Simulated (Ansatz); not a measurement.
Results of PBEsol+SOC (plane waves, PAW; Ansatz, an electronic-structure program) for zinc-blende HgTe.

From the output:

```
Crystal: 2 atoms, lattice volume = 65.552 Å³
Basis set: ecut = 520 eV, 1807 PW (Γ), exchange–correlation on 72×72×72 points (8 copies of the dense FFT grid, shifted against one another)
Bands: 44, of which v1, the nominal top of the filled ones, is band 36 counted from 1 (35 counted from 0)
Symmetry: 24 space group operations + 24 with time reversal
k-points: 47 of 1000 (time reversal used)
Initial density: superposition of atomic densities (chi_scale 0.1, normalization cell, long waves kept (reshape's long-wave potential 0.00 eV rms))
Functional: x = pbesol(κ = 0.804, μ = 0.12345679012345678), c = pbesol(β = 0.046)
SCF 1 converged in 9 iterations: F = -20612.342288 eV  dr2 = 6.30e-11
SCF converged after 9 iterations
Free energy (F): -20612.342288 eV
Internal energy: -20612.342261 eV  (E = F + TS)
E sigma→0 (E₀):  -20612.342275 eV
Fermi energy:    9.335187 eV
--- Forces (eV/Å), atoms counted from 1 ---
  atom   1  Hg     0.00000000    -0.00000000    -0.00000000
  atom   2  Te    -0.00000000     0.00000000    -0.00000000
--- Stress (GPa, compression-positive) ---
        1.942345      -0.000000      -0.000000
        0.000000       1.942345       0.000000
       -0.000000       0.000000       1.942345
  P = ⅓ Tr σ = 1.9423 GPa (19.423 kbar)
```

**Question.** Write an input file that could have produced this run (the log leaves some choices open).

**Answer.** One answer among several that fit: 
Ansatz 0.2 input:
```yaml
crystal:
  lattice:
    - [0.0, 3.200254503, 3.200254503]
    - [3.200254503, 0.0, 3.200254503]
    - [3.200254503, 3.200254503, 0.0]
  atoms:
    - { symbol: Hg, position: [0.0, 0.0, 0.0] }
    - { symbol: Te, position: [0.25, 0.25, 0.25] }
basis:
  ecutwfc: 520
  ecutrho_ratio: 4
  xc_grid: 2
kpoints:
  mp_grid: { grid: [10, 10, 10] }
hamiltonian:
  xc: pbesol
  dispersion: none
  pseudopotentials: { kind: paw }
scf:
  occupations: { method: fermi_dirac, width: 0.01 }
  convergence: { dr2_threshold: 0.0000000002 }
output:
  forces: true
  stress: true
  eigenvalues: true
magnetization:
  noncollinear: true
  spin_orbit: true
```

The cell is one volume of an energy–volume scan, off the minimum.

The PAW data were made under PBE.

It cost very roughly 30 core-seconds of CPU time.
